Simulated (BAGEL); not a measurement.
**UHF/3-21G (density fitting with qzvpp-jkfit) run of CH6NSi (SMILES CN[SiH2])**

What is the vertical ionisation energy of CH6NSi at UHF/3-21G (density fitting with qzvpp-jkfit)? 

The calculation is run with BAGEL 1.2.2.

2 further runs of the same task are left out: 2 set aside as unsound or not needed.

## (1) Starting point

The species is CH6NSi (9 atoms), meant as a doublet with charge 0. SMILES: `CN[SiH2]`. Geometry: relaxed at PBE0-D4/def2-TZVP. This is one conformer, not always the lowest.

Bond lengths: C1–N2 1.445 Å, N2–Si3 1.721 Å, C1–H4 1.092 Å, C1–H5 1.097 Å, C1–H6 1.094 Å, N2–H7 1.009 Å, Si3–H8 1.496 Å, Si3–H9 1.494 Å. Some angles: C1–N2–Si3 124.4°, C1–N2–H7 113.6°, Si3–N2–H7 117.7°, N2–C1–H4 109.4°, N2–C1–H5 113.3°, N2–C1–H6 110.8°, N2–Si3–H8 107.0°, N2–Si3–H9 106.6°, H4–C1–H5 107.6°, H4–C1–H6 107.3°.

## (2) A single-point energy at UHF/3-21G (density fitting with qzvpp-jkfit)

Contents of hf.json:

```json
{ "bagel" : [

{
  "title" : "molecule",
  "basis" : "3-21g",
  "df_basis" : "qzvpp-jkfit",
  "angstrom" : true,
  "geometry" : [
    { "atom" : "C", "xyz" : [      -0.456800,       0.543200,      -0.985800 ] },
    { "atom" : "N", "xyz" : [       0.351000,       0.374300,       0.200700 ] },
    { "atom" : "Si", "xyz" : [       0.668300,      -1.140200,       0.954400 ] },
    { "atom" : "H", "xyz" : [      -1.199800,      -0.255900,      -1.036400 ] },
    { "atom" : "H", "xyz" : [       0.125800,       0.513900,      -1.914600 ] },
    { "atom" : "H", "xyz" : [      -1.000400,       1.492200,      -0.954800 ] },
    { "atom" : "H", "xyz" : [       1.016700,       1.117900,       0.345800 ] },
    { "atom" : "H", "xyz" : [      -0.640500,      -1.855800,       1.066000 ] },
    { "atom" : "H", "xyz" : [       1.224200,      -0.836000,       2.307600 ] }
  ]
},

{ "title" : "uhf", "nopen" : 1 },

{ "title" : "print", "file" : "orbitals.molden", "orbitals" : true }

]}
```

The run is started by

```
$ BAGEL_NUM_THREADS=1 BAGEL hf.json > hf.out
```

The log of the run:

```text
* using 1 threads per process

  ===============================================================
  ===============================================================

  *** Geometry ***

  { "atom" : "C", "xyz" : [     -0.863227,      1.026499,     -1.862892 ] },
  { "atom" : "N", "xyz" : [      0.663294,      0.707324,      0.379268 ] },
  { "atom" : "Si", "xyz" : [      1.262904,     -2.154666,      1.803555 ] },
  { "atom" : "H", "xyz" : [     -2.267293,     -0.483581,     -1.958512 ] },
  { "atom" : "H", "xyz" : [      0.237728,      0.971130,     -3.618070 ] },
  { "atom" : "H", "xyz" : [     -1.890482,      2.819849,     -1.804311 ] },
  { "atom" : "H", "xyz" : [      1.921285,      2.112525,      0.653467 ] },
  { "atom" : "H", "xyz" : [     -1.210370,     -3.506954,      2.014448 ] },
  { "atom" : "H", "xyz" : [      2.313403,     -1.579811,      4.360732 ] },

  Number of auxiliary basis functions:      388

  Since a DF basis is specified, we compute 2- and 3-index integrals:
    o Being stored without compression. Storage requirement is 0.006 GB

  Number of basis functions:       43
  Number of electrons      :       33

    * METHOD: MOLECULE                             0.10

  *** Open-shell HF ***

  === Nuclear Repulsion ===
   107.9758273257

      * DIIS with orbital gradients will be used.

  === UHF iteration (3-21g) ===
      0       -382.56682305          0.04503889           0.03
      1       -382.62697813          0.02273804           0.03
      2       -382.64000809          0.01438642           0.03
      3       -382.64647105          0.00095721           0.03
      4       -382.64662918          0.00028969           0.03
      5       -382.64664789          0.00013603           0.03
      6       -382.64665996          0.00003428           0.03
      7       -382.64666164          0.00000979           0.03
      8       -382.64666201          0.00000497           0.03
      9       -382.64666209          0.00000261           0.03
     10       -382.64666212          0.00000149           0.03
     11       -382.64666213          0.00000049           0.03
     12       -382.64666213          0.00000027           0.03
     13       -382.64666213          0.00000015           0.03
     14       -382.64666213          0.00000008           0.03
     15       -382.64666213          0.00000005           0.03
     16       -382.64666213          0.00000002           0.03
     17       -382.64666213          0.00000001           0.03
     18       -382.64666213          0.00000001           0.03
    * SCF iteration converged.

    * S^2 (UHF) is 0.7544

    * Permanent dipole moment:
           (   -0.183551,    -0.292083,     0.461206) a.u.

    * METHOD: UHF                                  0.66

    * METHOD: PRINT                                0.01

  ===============================================================
```

Wall time 0.89 s (1 thread of Arm Neoverse V1, shared host); peak memory 0.081 GiB.

## (3) The singlet cation, same level

Contents of input.json:

```json
{ "bagel" : [

{
  "title" : "molecule",
  "basis" : "3-21g",
  "df_basis" : "qzvpp-jkfit",
  "angstrom" : true,
  "geometry" : [
    { "atom" : "C", "xyz" : [   -0.456800,    0.543200,   -0.985800 ] },
    { "atom" : "N", "xyz" : [    0.351000,    0.374300,    0.200700 ] },
    { "atom" : "Si", "xyz" : [    0.668300,   -1.140200,    0.954400 ] },
    { "atom" : "H", "xyz" : [   -1.199800,   -0.255900,   -1.036400 ] },
    { "atom" : "H", "xyz" : [    0.125800,    0.513900,   -1.914600 ] },
    { "atom" : "H", "xyz" : [   -1.000400,    1.492200,   -0.954800 ] },
    { "atom" : "H", "xyz" : [    1.016700,    1.117900,    0.345800 ] },
    { "atom" : "H", "xyz" : [   -0.640500,   -1.855800,    1.066000 ] },
    { "atom" : "H", "xyz" : [    1.224200,   -0.836000,    2.307600 ] }
  ]
},
{ "title" : "hf", "charge" : 1 },
{ "title" : "print", "file" : "orbitals.molden", "orbitals" : true }

]}
```

The run is started by

```
$ BAGEL_NUM_THREADS=1 BAGEL input.json > input.out
```

The log of the run:

```text
* using 1 threads per process

  ===============================================================
  ===============================================================

  *** Geometry ***

  { "atom" : "C", "xyz" : [     -0.863227,      1.026499,     -1.862892 ] },
  { "atom" : "N", "xyz" : [      0.663294,      0.707324,      0.379268 ] },
  { "atom" : "Si", "xyz" : [      1.262904,     -2.154666,      1.803555 ] },
  { "atom" : "H", "xyz" : [     -2.267293,     -0.483581,     -1.958512 ] },
  { "atom" : "H", "xyz" : [      0.237728,      0.971130,     -3.618070 ] },
  { "atom" : "H", "xyz" : [     -1.890482,      2.819849,     -1.804311 ] },
  { "atom" : "H", "xyz" : [      1.921285,      2.112525,      0.653467 ] },
  { "atom" : "H", "xyz" : [     -1.210370,     -3.506954,      2.014448 ] },
  { "atom" : "H", "xyz" : [      2.313403,     -1.579811,      4.360732 ] },

  Number of auxiliary basis functions:      388

  Since a DF basis is specified, we compute 2- and 3-index integrals:
    o Being stored without compression. Storage requirement is 0.006 GB

  Number of basis functions:       43
  Number of electrons      :       33

    * METHOD: MOLECULE                             0.10

  *** RHF ***

  === Nuclear Repulsion ===
   107.9758273257

      * DIIS with orbital gradients will be used.

  === RHF iteration (3-21g) ===
      0       -382.29424588          0.02173573           0.02
      1       -382.35840557          0.01515932           0.02
      2       -382.38758513          0.00237623           0.02
      3       -382.38880953          0.00048295           0.02
      4       -382.38889396          0.00023754           0.02
      5       -382.38892011          0.00009239           0.02
      6       -382.38892463          0.00002499           0.02
      7       -382.38892502          0.00000970           0.02
      8       -382.38892506          0.00000247           0.02
      9       -382.38892507          0.00000121           0.02
     10       -382.38892507          0.00000041           0.02
     11       -382.38892507          0.00000012           0.02
     12       -382.38892507          0.00000004           0.02
     13       -382.38892507          0.00000001           0.02
    * SCF iteration converged.

    * Permanent dipole moment:
           (   -0.769168,     0.680841,    -0.112750) a.u.

    * METHOD: HF                                   0.30

    * METHOD: PRINT                                0.01

  ===============================================================
```

Wall time 0.54 s (1 thread of Arm Neoverse V1, shared host); peak memory 0.081 GiB.

## (4) Results

At UHF/3-21G (density fitting with qzvpp-jkfit):

| quantity | value |
| --- | --- |
| doublet CH6NSi: total energy | -382.64666 Eh |
| doublet CH6NSi: dipole moment | 1.46 D |
| doublet CH6NSi: ⟨S²⟩ | 0.754 |
| singlet cation: total energy | -382.38893 Eh |
| singlet cation: HOMO energy | -16.57 eV |
| singlet cation: LUMO energy | -6.23 eV |
| singlet cation: HOMO–LUMO gap | 10.34 eV |
| vertical ionisation energy (to the singlet cation) | 7.013 eV |

In words: Removing an electron at fixed nuclei costs 7.01 eV (162 kcal/mol). Only the singlet of the ionised species was computed; a triplet could lie lower.
